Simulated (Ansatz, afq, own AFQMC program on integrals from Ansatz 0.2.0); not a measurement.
F, doublet → F⁺, singlet

A free F atom.

E(singlet, charge +1) − E(doublet, charge +0) at this geometry, on UHF and RHF determinants.

Basis aug-cc-pVDZ. Only valence electrons are correlated. AFQMC by an in-house program on the Cholesky factors that Ansatz 0.2.0 writes for its CCSD(T) run. ph-AFQMC/CISD is guided by a CISD state made of CCSD amplitudes; releasing the constraint for a short imaginary time cuts its bias at the price of noise, slowly where states lie close. Error bars are statistical, one sigma. The errors of all members are added in quadrature.

Full CI on the same integrals is exact in this basis and with this determinant's frozen core.

Errors are counted within aug-cc-pVDZ, not against nature.

Cautions: F⁺ (singlet): another spin lies lower, restricted determinant unstable towards unrestricted (UHF 3.07 eV lower, ⟨S²⟩ 1.01), strong correlation (T1 0.004, weight of the determinant 0.79, largest double 0.33), the released energies get too noisy after the second time (errors over twice the walk's own, or jumping), so no released level is given (meV from the phaseless value at times in 1/Eh: -17 ± 12 at 0.24, -15 ± 12 at 0.51, -21 ± 16 at 0.99, -32 ± 22 at 1.62, 15 ± 36 at 2.40), though the last usable value meets full CI within the noise, the determinant fills the p orbitals unequally in pairs, so it mixes two states of the atom (¹D and ¹S), and each level undoes that mixture to a different degree, while full CI gives the lower state, CCSDTQ on the UHF determinant differs (2.75 eV lower), perhaps since the unrestricted series falls towards higher spin, its ph-AFQMC/CISD value lies 28 ± 8 meV above full CI; this isn't the first ionization.

```csv
level,vertical ionization energy (eV)
CCSD,20.166
HF,20.135
```

(1) From these cheaper values, estimate the vertical ionization energy at the reference level in aug-cc-pVDZ.

(1) 19.872 eV (full CI in aug-cc-pVDZ).

```tsv
level	vertical ionization energy (eV)	error against FCI (eV)
MP2	21.011	1.139
CCSD(T)	19.973	0.101
CCSDT	19.932	0.061
CCSDT(Q)	19.869	-0.003
ph-AFQMC/CISD	19.897 ± 0.009	0.025 ± 0.009
```

Correlation beyond CCSD(T) takes off 0.101 eV. The perturbative (T) step is worth −0.193 eV. Where a determinant mixes two states, these steps and errors hold in part the undoing of that mixture, and only full CI is sure.

CCSDT and higher add their correlation energy to the determinant of the CCSD(T) run, since their own runs factorise the integrals more tightly (a shift of under 2 meV).
